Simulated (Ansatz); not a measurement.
# BH4Si2 with multiplicity 2: two geometries relaxed

Aim: relax the geometries before and after the rotation by 180° about the B1–Si2 bond, and see whether they are two minima and how far apart in energy. SMILES of the start: B=[SiH][SiH2].

Method: UKS PBE/def2-SVP, in Ansatz 0.2.0.

## (1) The starting structure

Bond lengths: B1–Si2 1.839 Å, Si2–Si3 2.272 Å, B1–H4 1.163 Å, Si2–H5 1.483 Å, Si3–H6 1.487 Å, Si3–H7 1.487 Å. Angles: B1–Si2–Si3 134.9°, B1–Si2–H5 120.3°, Si3–Si2–H5 104.9°, Si2–B1–H4 145.3°, Si2–Si3–H6 110.9°, Si2–Si3–H7 111.5°, H6–Si3–H7 99.7°.

As a file:

```xyz
7

B    -1.7622   -0.5440   -1.0183
Si   -0.2312    0.4309   -0.7246
Si    1.4209    0.3900    0.8350
H    -2.4216   -1.4241   -0.6408
H     0.1349    1.5404   -1.6373
H     0.8645    0.5806    2.2013
H     1.9948   -0.9738    0.9848
```

## (2) End point A

input.yaml

```yaml
crystal:
  periodic: [false, false, false]
  atoms:
    - { symbol: B, position_ang: [-1.76219, -0.54395, -1.01834] }
    - { symbol: Si, position_ang: [-0.2312, 0.43086, -0.72463] }
    - { symbol: Si, position_ang: [1.42091, 0.38999, 0.83501] }
    - { symbol: H, position_ang: [-2.42163, -1.42414, -0.64084] }
    - { symbol: H, position_ang: [0.13486, 1.54039, -1.63732] }
    - { symbol: H, position_ang: [0.86449, 0.58065, 2.20128] }
    - { symbol: H, position_ang: [1.99476, -0.9738, 0.98483] }
magnetization:
  spin_polarized: true
  initial_magnetization: 1
basis:
  gaussian: { orbitals: def2-SVP }
hamiltonian:
  xc: pbe
relax:
  f_tol: 0.015
  max_steps: 40
```

Command:

```console
ansatz run input.yaml --threads 1 --pin off --max-ram 2048MiB --backend cpu --events-out ev --progress --plain --runs-dir out
```

Standard output, shortened:

```text
Warning: RAYON_NUM_THREADS=1 ignored (pool sized by the plan → 1); use --threads N
[...]
Functional definition: PBE
[...]
778 factors; their error is unknown
[...]
mean field -16476.76480550 eV, -605.5099382498 hartree, gradient 1.6e-5 eV, S^2 0.986612; 8 other end points of the search recorded, 0 dependent functions left out
[...]
reference -16476.76484067 eV, -605.5099395424 hartree; 19, 18 occupied and 51, 52 virtual orbitals, 778 factors
relax step   1: F+E_penalty+E_count = -16476.76480550 eV  Δ(F+E_penalty+E_count) = +0.000e0 eV  max|allowed force component| = 1.162e0 eV/Å  Δτ_max = 0.0000 Å  (215 SCF iters, accepted)
[...]
relax step   4: F+E_penalty+E_count = -16477.45088173 eV  Δ(F+E_penalty+E_count) = -1.063e-1 eV  max|allowed force component| = 2.295e-1 eV/Å  Δτ_max = 0.2000 Å  (39 SCF iters, accepted)
[...]
relax step   7: F+E_penalty+E_count = -16477.64297080 eV  Δ(F+E_penalty+E_count) = -4.548e-2 eV  max|allowed force component| = 3.192e-1 eV/Å  Δτ_max = 0.1956 Å  (35 SCF iters, accepted)
[...]
relax step  10: F+E_penalty+E_count = -16478.06469429 eV  Δ(F+E_penalty+E_count) = -2.126e-1 eV  max|allowed force component| = 5.366e-1 eV/Å  Δτ_max = 0.1910 Å  (41 SCF iters, accepted)
[...]
relax step  12: F+E_penalty+E_count = -16478.31383215 eV  Δ(F+E_penalty+E_count) = -8.519e-2 eV  max|allowed force component| = 2.077e-1 eV/Å  Δτ_max = 0.1948 Å  (36 SCF iters, accepted)
[...]
relax step  13: F+E_penalty+E_count = -16478.31192568 eV  Δ(F+E_penalty+E_count) = +1.906e-3 eV  max|allowed force component| = 6.033e-1 eV/Å  Δτ_max = 0.2000 Å  (37 SCF iters, rejected (line search))
```

## (3) More of the same log: end point A relaxed

Output, continued, shortened:

```text
[...]
778 factors; their error is unknown
[...]
mean field -16478.33820751 eV, -605.5677597073 hartree, gradient 2.7e-5 eV, S^2 0.756849; 0 other end points of the search recorded, 0 dependent functions left out
[...]
reference -16478.33824118 eV, -605.5677609445 hartree; 19, 18 occupied and 51, 52 virtual orbitals, 778 factors
relax step  14: F+E_penalty+E_count = -16478.33820751 eV  Δ(F+E_penalty+E_count) = -2.438e-2 eV  max|allowed force component| = 1.169e-1 eV/Å  Δτ_max = 0.0973 Å  (36 SCF iters, accepted)
[...]
relax step  16: F+E_penalty+E_count = -16478.34741007 eV  Δ(F+E_penalty+E_count) = -3.566e-3 eV  max|allowed force component| = 8.332e-2 eV/Å  Δτ_max = 0.0391 Å  (37 SCF iters, accepted)
[...]
reference -16478.35123612 eV, -605.5682384999 hartree; 19, 18 occupied and 51, 52 virtual orbitals, 778 factors
Total energy: -16478.35123612 eV, -605.5682384999 hartree
Atom 0 at    -1.042741    -0.557835    -0.366217 Å, force    -0.008582    -0.002359    -0.003772 eV/Å
Atom 1 at     0.121504     0.641557    -1.297048 Å, force    -0.001671     0.003303     0.001215 eV/Å
Atom 2 at     0.706611    -0.134537     0.747976 Å, force     0.005716    -0.002214     0.000772 eV/Å
Atom 3 at    -1.983090    -1.307913    -0.241607 Å, force     0.006215     0.003623     0.000454 eV/Å
Atom 4 at    -0.154966     2.063603    -1.734361 Å, force    -0.000902    -0.001421    -0.001285 eV/Å
Atom 5 at     0.740320     0.631399     2.047512 Å, force    -0.000052    -0.001217    -0.000902 eV/Å
Atom 6 at     1.612362    -1.336273     0.843735 Å, force    -0.000724     0.000285     0.003519 eV/Å
Dipole moment:     0.065175     0.093963    -0.002929 e Å
```

Run time: 2.4 min. Hardware: 1 thread of Intel Xeon at 2.50GHz (Skylake/Cascade Lake), shared host; peak memory 0.15 GiB.

Step by step:

```
step  energy from step 1 (eV)  largest force component (eV/Å)
   1                   0.0000                          1.1622
   2                  -0.4565                          0.6798
   3                  -0.5797                          0.5147
   4                  -0.6861                          0.2295
   5                  -0.7656                          0.3056
   6                  -0.8327                          0.2839
   7                  -0.8782                          0.3192
   8                  -0.9410                          0.4855
   9                  -1.0873                          0.7266
  10                  -1.2999                          0.5366
  11                  -1.4638                          0.5701
  12                  -1.5490                          0.2077
 13x                  -1.5471                          0.6033
  14                  -1.5734                          0.1169
  15                  -1.5790                          0.0876
  16                  -1.5826                          0.0833
  17                  -1.5844                          0.0605
  18                  -1.5854                          0.0492
 19x                  -1.5834                          0.1094
  20                  -1.5859                          0.0361
  21                  -1.5863                          0.0116
  22                  -1.5864                          0.0086
```

Step 1 is the start. 2 steps were tried and not accepted (13, 19; marked x where the table lists them).

After: Bond lengths: B1–Si2 1.913 Å, B1–Si3 2.117 Å, Si2–Si3 2.264 Å, B1–H4 1.209 Å, Si2–H5 1.513 Å, Si3–H6 1.509 Å, Si3–H7 1.508 Å. Angles: B1–Si2–Si3 60.2°, B1–Si2–H5 128.2°, Si3–Si2–H5 129.1°, Si2–B1–Si3 68.2°, Si2–B1–H4 155.8°, Si3–B1–H4 135.4°, B1–Si3–Si2 51.7°, B1–Si3–H6 125.0°, B1–Si3–H7 111.7°, Si2–Si3–H6 127.6°, Si2–Si3–H7 119.1°, H6–Si3–H7 109.7°.

Pairs that crossed the distance rule for bonds on the way: came closer B1–Si3.

## (4) End point B

The second end starts from a geometry with the move made by hand.

input.yaml

```yaml
crystal:
  periodic: [false, false, false]
  atoms:
    - { symbol: B, position_ang: [-1.76219, -0.54395, -1.01834] }
    - { symbol: Si, position_ang: [-0.2312, 0.43086, -0.72463] }
    - { symbol: Si, position_ang: [0.7866, 2.17171, -1.77207] }
    - { symbol: H, position_ang: [-2.42163, -1.42414, -0.64084] }
    - { symbol: H, position_ang: [0.64725, 0.11373, 0.42681] }
    - { symbol: H, position_ang: [1.10323, 1.82838, -3.18434] }
    - { symbol: H, position_ang: [-0.15579, 3.30085, -1.99259] }
magnetization:
  spin_polarized: true
  initial_magnetization: 1
basis:
  gaussian: { orbitals: def2-SVP }
hamiltonian:
  xc: pbe
relax:
  f_tol: 0.015
  max_steps: 40
```

Command:

```console
ansatz run input.yaml --threads 1 --pin off --max-ram 2048MiB --backend cpu --events-out ev --progress --plain --runs-dir out
```

Standard output, shortened:

```text
Warning: RAYON_NUM_THREADS=1 ignored (pool sized by the plan → 1); use --threads N
[...]
Functional definition: PBE
[...]
778 factors; their error is unknown
[...]
mean field -16476.64917437 eV, -605.5056888841 hartree, gradient 1.1e-5 eV, S^2 1.029379; 7 other end points of the search recorded, 0 dependent functions left out
[...]
reference -16476.64920962 eV, -605.5056901795 hartree; 19, 18 occupied and 51, 52 virtual orbitals, 778 factors
relax step   1: F+E_penalty+E_count = -16476.64917437 eV  Δ(F+E_penalty+E_count) = +0.000e0 eV  max|allowed force component| = 1.180e0 eV/Å  Δτ_max = 0.0000 Å  (215 SCF iters, accepted)
[...]
relax step   4: F+E_penalty+E_count = -16477.27268094 eV  Δ(F+E_penalty+E_count) = -1.065e-1 eV  max|allowed force component| = 6.510e-1 eV/Å  Δτ_max = 0.2000 Å  (40 SCF iters, accepted)
[...]
relax step   7: F+E_penalty+E_count = -16477.53893498 eV  Δ(F+E_penalty+E_count) = -7.479e-2 eV  max|allowed force component| = 3.029e-1 eV/Å  Δτ_max = 0.1952 Å  (40 SCF iters, accepted)
[...]
relax step  10: F+E_penalty+E_count = -16477.72516014 eV  Δ(F+E_penalty+E_count) = -7.397e-2 eV  max|allowed force component| = 4.066e-1 eV/Å  Δτ_max = 0.1963 Å  (36 SCF iters, accepted)
[...]
relax step  12: F+E_penalty+E_count = -16478.10536922 eV  Δ(F+E_penalty+E_count) = -2.230e-1 eV  max|allowed force component| = 4.597e-1 eV/Å  Δτ_max = 0.1983 Å  (42 SCF iters, accepted)
[...]
relax step  13: F+E_penalty+E_count = -16478.23805345 eV  Δ(F+E_penalty+E_count) = -1.327e-1 eV  max|allowed force component| = 1.012e0 eV/Å  Δτ_max = 0.1954 Å  (41 SCF iters, accepted)
[...]
778 factors; their error is unknown
mean field -16478.32366207 eV, -605.5672251721 hartree, gradient 4.0e-5 eV, S^2 0.757746; 0 other end points of the search recorded, 0 dependent functions left out
[...]
```

## (5) The log goes on: end point B relaxed

The log, continued, shortened:

```text
reference -16478.32369563 eV, -605.5672264055 hartree; 19, 18 occupied and 51, 52 virtual orbitals, 778 factors
relax step  14: F+E_penalty+E_count = -16478.32366207 eV  Δ(F+E_penalty+E_count) = -8.561e-2 eV  max|allowed force component| = 2.975e-1 eV/Å  Δτ_max = 0.1950 Å  (37 SCF iters, accepted)
[...]
relax step  16: F+E_penalty+E_count = -16478.34325097 eV  Δ(F+E_penalty+E_count) = -6.103e-3 eV  max|allowed force component| = 9.575e-2 eV/Å  Δτ_max = 0.0413 Å  (36 SCF iters, accepted)
[...]
relax step  18: F+E_penalty+E_count = -16478.34932171 eV  Δ(F+E_penalty+E_count) = -1.270e-3 eV  max|allowed force component| = 6.457e-2 eV/Å  Δτ_max = 0.0364 Å  (36 SCF iters, accepted)
[...]
relax step  20: F+E_penalty+E_count = -16478.35111847 eV  Δ(F+E_penalty+E_count) = -7.528e-4 eV  max|allowed force component| = 2.283e-2 eV/Å  Δτ_max = 0.0126 Å  (36 SCF iters, accepted)
[...]
reference -16478.35123254 eV, -605.5682383681 hartree; 19, 18 occupied and 51, 52 virtual orbitals, 778 factors
Total energy: -16478.35123254 eV, -605.5682383681 hartree
Atom 0 at    -1.231236     0.041735    -1.171860 Å, force    -0.001135    -0.002535     0.003459 eV/Å
Atom 1 at     0.121878     0.536531     0.087275 Å, force    -0.001991    -0.006482    -0.000621 eV/Å
Atom 2 at    -0.039296     1.640599    -1.883067 Å, force     0.001654    -0.003933    -0.004153 eV/Å
Atom 3 at    -2.228920    -0.525053    -1.553489 Å, force     0.004584     0.004052     0.000607 eV/Å
Atom 4 at     1.258587    -0.310605     0.617374 Å, force    -0.001912     0.004999    -0.001903 eV/Å
Atom 5 at     0.899073     1.561596    -3.061845 Å, force     0.001902    -0.001702    -0.000013 eV/Å
Atom 6 at    -0.813816     2.932637    -1.940389 Å, force    -0.003103     0.005602     0.002624 eV/Å
Dipole moment:     0.108739     0.024584     0.025389 e Å
```

It took 2.5 min on 1 thread of Intel Xeon at 2.50GHz (Skylake/Cascade Lake), shared host; peak memory 0.17 GiB.

Step by step:

| step | energy from step 1 (eV) | largest force component (eV/Å) |
| --- | --- | --- |
| 1 | 0.0000 | 1.1796 |
| 2 | -0.4357 | 0.7620 |
| 3 | -0.5170 | 0.9797 |
| 4 | -0.6235 | 0.6510 |
| 5 | -0.7223 | 0.3090 |
| 6 | -0.8150 | 0.3515 |
| 7 | -0.8898 | 0.3029 |
| 8 | -0.9604 | 0.1891 |
| 9 | -1.0020 | 0.2928 |
| 10 | -1.0760 | 0.4066 |
| 11 | -1.2332 | 0.5172 |
| 12 | -1.4562 | 0.4597 |
| 13 | -1.5889 | 1.0122 |
| 14 | -1.6745 | 0.2975 |
| 15 | -1.6880 | 0.1241 |
| 16 | -1.6941 | 0.0958 |
| 17 | -1.6989 | 0.0687 |
| 18 | -1.7001 | 0.0646 |
| 19 | -1.7012 | 0.0502 |
| 20 | -1.7019 | 0.0228 |
| 21 | -1.7020 | 0.0193 |
| 22 | -1.7020 | 0.0065 |

Step 1 is the start.

After: Bond lengths: B1–Si2 1.913 Å, B1–Si3 2.117 Å, Si2–Si3 2.264 Å, B1–H4 1.209 Å, Si2–H5 1.514 Å, Si3–H6 1.509 Å, Si3–H7 1.507 Å. Angles: B1–Si2–Si3 60.2°, B1–Si2–H5 128.1°, Si3–Si2–H5 129.1°, Si2–B1–Si3 68.1°, Si2–B1–H4 155.8°, Si3–B1–H4 135.4°, B1–Si3–Si2 51.7°, B1–Si3–H6 125.0°, B1–Si3–H7 111.8°, Si2–Si3–H6 127.6°, Si2–Si3–H7 119.2°, H6–Si3–H7 109.6°.

Pairs that crossed the distance rule for bonds on the way: came closer B1–Si3.

## (6) Outcome

```
                           quantity                     value
                              end A  19 moves, 1.586 eV lower
                              end B  21 moves, 1.702 eV lower
largest difference between the ends                    0.00 Å
            end B relative to end A                 +0.000 eV
```

The two relaxations end at one structure, within 0.00 Å: no second minimum was found from this start, which doesn't rule one out.
